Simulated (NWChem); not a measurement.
# BF3 in NWChem

SMILES: FB(F)F
```xyz
4

B      0.0000     0.0000     0.0000
F      0.0000     0.0000     1.3232
F      1.1460     0.0000    -0.6616
F     -1.1460     0.0000    -0.6616
```
Charge 0, spin multiplicity 1.

The numbers come from NWChem runs, not from measurements. All single points use one geometry, from PBE/def2-SVP, a minimum by its harmonic frequencies.

The correlated methods keep 4 core orbitals frozen. The structure started from a generated list of species. No SCF solution was tested for a lower state.

Worked example. At B2PLYP/def2-SVPD the parent has a total energy of -324.09795 Ha and the doublet with one electron less, at the same geometry, -323.52431 Ha. The vertical ionisation energy is their difference.

ΔE = -323.52431 − (-324.09795) = 0.57364 Ha. Times 27.2114 eV/Ha this is 15.61 eV, or 1506 kJ/mol; λ = 1239.84/15.61 = 79.4 nm. No relaxation of the ion's geometry and no zero-point term enter.
